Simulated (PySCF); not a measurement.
Two structures of BNH3F, singlet, reached by relaxing down either side of one saddle point (PBE0-D4/def2-TZVP). Energies are electronic, without zero-point energy. Computed with PySCF 2.14 with density fitting (its default auxiliary sets; JK sets also for MP2 and CCSD(T)) (basis: def2-TZVPP and def2-QZVPP); correlated methods freeze the cores. Extrapolation: Hartree–Fock as exp(−7.88 √X), correlation as X^−2.97. First:

```xyz
6
angstrom
B 0.4889 0.2775 0.3206
H 1.6452 0.0289 0.1414
N -0.5167 -0.3652 -0.3911
H -0.3226 -1.0633 -1.0854
F 0.1578 1.1995 1.2315
H -1.4942 -0.1692 -0.2543
```

Second:

| atom | x (Å) | y (Å) | z (Å) |
| --- | --- | --- | --- |
| B1 | -0.3433 | 0.6781 | 0.6311 |
| H2 | 2.0159 | -0.8562 | -0.8279 |
| N3 | -1.4128 | 0.2648 | 0.1756 |
| H4 | 1.3500 | -1.0756 | -1.0853 |
| F5 | 0.7774 | 1.1104 | 1.1103 |
| H6 | -2.2789 | -0.0523 | -0.1828 |

Question: Which bonds change from the first to the second?

Answer: BNH₃F ([NH2][BH][F]) → BNHF ([NH][B][F]) + H₂; bonds formed: H2–H4; bonds broken: B1–H2, N3–H4.

Question: Give the saddle point's structure and its height above each. (Judge from chemistry; the value comes from the calculation.)

Answer: Computed: 3.547 eV above the first and 1.298 eV above the second (CCSD(T) at an estimated basis limit (MP2 extrapolated from triple and quadruple zeta, plus CCSD(T) − MP2 in triple zeta)).
```
6
angstrom
B 0.1506 0.2945 0.3119
H 1.3545 -0.2826 -0.2092
N -0.8128 -0.3079 -0.3640
H 0.5888 -0.6378 -0.6200
F 0.5351 1.1628 1.2255
H -1.8163 -0.2291 -0.3441
```

No T1 diagnostic of these runs exceeds 0.017.

Labels in which every atom is bracketed show which atoms are joined, not bond orders.

For scale, one of the runs: CCSD(T)/def2-TZVPP, 135 basis functions, launched by `OMP_NUM_THREADS=4 python run.py`. The run took 73 s on 4 CPU threads of an Arm Neoverse V2 (shared host), with 0.74 GiB of host memory at its peak.
